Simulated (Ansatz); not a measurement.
Born–Oppenheimer molecular dynamics of HS2Si (4 atoms, charge 0, multiplicity 2). It starts at the highest image of a converged band, a first-order saddle point between two minima.

The calculation used UKS BHLYP-D4/def2-SVP in Ansatz 0.2.0.

```yaml
ensemble: NVE (velocity Verlet)
time_step: 0.5 fs
steps_asked: 200
starting_velocities_drawn_for: 100 K
seed: 11147
```

First frame:

```xyz
4
Properties=species:S:1:pos:R:3
S -0.924 -0.425 1.342
Si 0.141 0.087 -0.328
S 0.076 0.440 -2.229
H 0.707 -0.101 1.215
```

Problem. How far do the bonds stretch over the last three quarters of this one trajectory? (Pairs bonded in most of those frames.)

Solution. 
| bond | mean (Å) | spread (Å) | shortest | longest |
| --- | --- | --- | --- | --- |
| S1–Si2 | 2.283 | 0.175 | 1.96 | 2.51 |
| S1–H4 | 1.379 | 0.092 | 1.22 | 1.51 |
| Si2–S3 | 1.983 | 0.055 | 1.89 | 2.06 |

Mean temperature of the second half: 2906 K. The conserved energy stayed within 0.76 meV per atom of its start (net change -0.2 meV per atom), so the integration is sound. The system heated up, since it started high on the potential surface and ran downhill. A run of 0.1 ps of so small a system gives no equilibrium averages.

The run took 6.7 min on 1 thread of Arm Neoverse V2 (shared host), peak memory 0.14 GiB.
